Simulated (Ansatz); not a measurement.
Born–Oppenheimer molecular dynamics of H₇NSi (9 atoms, charge 0, multiplicity 1). It starts at the highest image of a converged band. Of that band: A structure lower than the last end lies on the path between it and the top, so the climb from that side starts below the end, which may itself be a saddle point or a shallow side well. Neighbouring images differ by up to 1.8 eV, so the band resolves the path poorly. A vibrational analysis at the climbing image gives one clearly imaginary mode, 1259i cm⁻¹: a first-order saddle point.

Computed with Ansatz, RKS revPBE-D4/def2-TZVP.

```
ensemble                      : NVE (velocity Verlet)
time step                     : 0.5 fs
steps asked                   : 200
starting velocities drawn for : 100 K
seed                          : 9097
```

Frames 0.5 fs apart, positions in Å, forces in eV/Å.

Velocities at 40 fs (Å/ps):

```
Si 9.65 0.53 -8.51
H 16.60 14.81 13.96
H 20.68 -13.98 -15.55
H 23.02 14.66 21.51
H -23.10 -17.29 15.31
N -17.47 -0.77 13.42
H -3.04 -3.90 20.82
H -1.77 -5.98 11.83
H -58.58 7.79 -17.15
```

```xyz
9
Properties=species:S:1:pos:R:3:forces:R:3 time_fs=40 energy_less_start_eV=-0.934 T=1133
Si -0.071 -0.019 -0.164 0.80 0.59 -3.08
H 0.328 -0.619 1.028 0.57 -0.71 1.79
H 1.156 0.635 -0.800 0.01 -0.16 0.31
H -1.050 1.034 -0.442 -0.14 0.52 -0.18
H -0.336 -1.067 -1.240 -0.21 -0.01 0.48
N -2.155 0.175 1.266 -0.47 0.24 1.23
H -2.604 -0.270 0.477 -0.55 -0.08 -0.28
H -2.184 1.188 1.107 -0.15 -0.27 0.03
H -2.709 -0.018 2.118 0.15 -0.12 -0.31
9
Properties=species:S:1:pos:R:3:forces:R:3 time_fs=40.5 energy_less_start_eV=-0.982 T=1185
Si -0.066 -0.019 -0.168 0.93 0.45 -2.84
H 0.337 -0.613 1.037 0.48 -0.59 1.57
H 1.166 0.628 -0.808 -0.04 -0.19 0.30
H -1.038 1.042 -0.432 -0.16 0.53 -0.16
H -0.348 -1.075 -1.231 -0.20 0.03 0.48
N -2.164 0.174 1.273 -0.39 0.19 1.33
H -2.607 -0.272 0.487 -0.60 -0.14 -0.51
H -2.185 1.185 1.113 -0.16 -0.16 0.00
H -2.738 -0.014 2.109 0.14 -0.11 -0.18
9
Properties=species:S:1:pos:R:3:forces:R:3 time_fs=41 energy_less_start_eV=-1.033 T=1242
Si -0.061 -0.019 -0.173 1.05 0.29 -2.50
H 0.347 -0.608 1.050 0.37 -0.44 1.27
H 1.177 0.620 -0.814 -0.08 -0.21 0.29
H -1.027 1.051 -0.421 -0.17 0.51 -0.14
H -0.360 -1.084 -1.222 -0.19 0.05 0.48
N -2.173 0.174 1.280 -0.34 0.09 1.36
H -2.610 -0.275 0.496 -0.60 -0.17 -0.67
H -2.186 1.181 1.119 -0.17 -0.03 -0.04
H -2.767 -0.011 2.099 0.13 -0.10 -0.04
9
Properties=species:S:1:pos:R:3:forces:R:3 time_fs=41.5 energy_less_start_eV=-1.084 T=1298
Si -0.056 -0.019 -0.177 1.16 0.14 -2.10
H 0.358 -0.604 1.066 0.25 -0.27 0.92
H 1.187 0.612 -0.820 -0.12 -0.23 0.28
H -1.017 1.061 -0.412 -0.15 0.48 -0.12
H -0.373 -1.092 -1.211 -0.18 0.08 0.47
N -2.182 0.174 1.287 -0.33 -0.06 1.31
H -2.615 -0.278 0.503 -0.56 -0.16 -0.75
H -2.188 1.177 1.125 -0.17 0.10 -0.08
H -2.795 -0.008 2.090 0.11 -0.09 0.09
9
Properties=species:S:1:pos:R:3:forces:R:3 time_fs=42 energy_less_start_eV=-1.130 T=1348
Si -0.051 -0.018 -0.182 1.25 0.01 -1.67
H 0.370 -0.600 1.084 0.12 -0.09 0.54
H 1.196 0.603 -0.826 -0.14 -0.24 0.26
H -1.006 1.073 -0.402 -0.13 0.42 -0.10
H -0.386 -1.101 -1.200 -0.17 0.10 0.45
N -2.191 0.173 1.294 -0.37 -0.24 1.19
H -2.622 -0.281 0.509 -0.47 -0.10 -0.75
H -2.190 1.174 1.131 -0.17 0.22 -0.11
H -2.823 -0.005 2.081 0.09 -0.07 0.20
9
Properties=species:S:1:pos:R:3:forces:R:3 time_fs=42.5 energy_less_start_eV=-1.168 T=1391
Si -0.046 -0.018 -0.188 1.31 -0.10 -1.24
H 0.382 -0.597 1.103 -0.01 0.07 0.17
H 1.206 0.594 -0.830 -0.16 -0.25 0.23
H -0.997 1.085 -0.393 -0.09 0.35 -0.08
H -0.399 -1.109 -1.187 -0.16 0.11 0.42
N -2.200 0.173 1.302 -0.45 -0.45 1.01
H -2.629 -0.284 0.512 -0.35 -0.01 -0.66
H -2.193 1.171 1.136 -0.18 0.32 -0.14
H -2.851 -0.002 2.072 0.08 -0.05 0.29
9
Properties=species:S:1:pos:R:3:forces:R:3 time_fs=43 energy_less_start_eV=-1.197 T=1422
Si -0.041 -0.018 -0.193 1.35 -0.18 -0.82
H 0.393 -0.593 1.123 -0.13 0.21 -0.17
H 1.215 0.584 -0.835 -0.17 -0.25 0.20
H -0.987 1.099 -0.384 -0.04 0.27 -0.07
H -0.413 -1.116 -1.173 -0.15 0.13 0.39
N -2.209 0.173 1.310 -0.57 -0.65 0.80
H -2.638 -0.287 0.514 -0.20 0.12 -0.52
H -2.196 1.169 1.141 -0.18 0.38 -0.15
H -2.879 0.001 2.064 0.09 -0.02 0.35
9
Properties=species:S:1:pos:R:3:forces:R:3 time_fs=43.5 energy_less_start_eV=-1.216 T=1443
Si -0.035 -0.017 -0.198 1.35 -0.22 -0.43
H 0.405 -0.590 1.142 -0.23 0.33 -0.48
H 1.224 0.574 -0.838 -0.17 -0.25 0.16
H -0.977 1.113 -0.375 0.02 0.17 -0.05
H -0.428 -1.124 -1.159 -0.14 0.13 0.36
N -2.218 0.172 1.318 -0.71 -0.82 0.57
H -2.646 -0.291 0.515 -0.05 0.25 -0.34
H -2.200 1.167 1.146 -0.19 0.39 -0.16
H -2.907 0.004 2.056 0.11 0.01 0.38
9
Properties=species:S:1:pos:R:3:forces:R:3 time_fs=44 energy_less_start_eV=-1.226 T=1455
Si -0.030 -0.017 -0.204 1.33 -0.23 -0.08
H 0.416 -0.585 1.161 -0.31 0.42 -0.74
H 1.232 0.563 -0.842 -0.16 -0.25 0.12
H -0.968 1.127 -0.366 0.08 0.07 -0.04
H -0.442 -1.131 -1.143 -0.13 0.14 0.32
N -2.228 0.172 1.326 -0.86 -0.94 0.34
H -2.655 -0.293 0.515 0.10 0.38 -0.15
H -2.204 1.167 1.150 -0.19 0.35 -0.15
H -2.934 0.006 2.050 0.15 0.05 0.38
9
Properties=species:S:1:pos:R:3:forces:R:3 time_fs=44.5 energy_less_start_eV=-1.230 T=1459
Si -0.024 -0.017 -0.209 1.27 -0.22 0.24
H 0.426 -0.579 1.177 -0.38 0.49 -0.95
H 1.240 0.551 -0.845 -0.14 -0.24 0.07
H -0.958 1.142 -0.357 0.15 -0.03 -0.03
H -0.457 -1.138 -1.127 -0.12 0.14 0.28
N -2.237 0.171 1.334 -1.01 -1.00 0.15
H -2.664 -0.295 0.515 0.23 0.49 0.03
H -2.208 1.167 1.154 -0.20 0.27 -0.14
H -2.961 0.009 2.045 0.21 0.09 0.35
9
Properties=species:S:1:pos:R:3:forces:R:3 time_fs=45 energy_less_start_eV=-1.230 T=1459
Si -0.018 -0.016 -0.214 1.20 -0.19 0.52
H 0.436 -0.572 1.191 -0.44 0.54 -1.12
H 1.247 0.539 -0.847 -0.12 -0.23 0.02
H -0.948 1.157 -0.349 0.20 -0.13 -0.03
H -0.473 -1.144 -1.110 -0.11 0.15 0.24
N -2.247 0.170 1.343 -1.15 -0.99 -0.02
H -2.672 -0.295 0.514 0.34 0.57 0.18
H -2.213 1.169 1.158 -0.21 0.16 -0.10
H -2.987 0.012 2.040 0.27 0.12 0.31
9
Properties=species:S:1:pos:R:3:forces:R:3 time_fs=45.5 energy_less_start_eV=-1.229 T=1459
Si -0.012 -0.016 -0.220 1.12 -0.16 0.76
H 0.444 -0.564 1.203 -0.48 0.58 -1.25
H 1.254 0.526 -0.850 -0.08 -0.21 -0.03
H -0.937 1.171 -0.340 0.26 -0.23 -0.02
H -0.488 -1.150 -1.092 -0.10 0.15 0.20
N -2.257 0.168 1.351 -1.27 -0.93 -0.15
H -2.679 -0.294 0.514 0.42 0.62 0.29
H -2.219 1.170 1.161 -0.21 0.02 -0.06
H -3.013 0.016 2.036 0.35 0.16 0.25
```

Of the whole run (100 fs, mean temperature of the second half 1672 K): The conserved energy stayed within 0.073 meV per atom of its start (net change 0.01 meV per atom), so the integration is sound. The kinetic energy rose, since the run started high on the potential surface and went downhill. It ends in pieces (H3N + H4Si), so much of that is their flight and rotation, not heat. A run of 0.1 ps of so small a system gives no equilibrium averages. The orbitals stay closed-shell, which can raise the energy where a bond breaks towards radicals; this wasn't checked here.

Time of the run: 120 s on 4 threads of Arm Neoverse V1, on a shared host, peak memory 0.16 GiB.
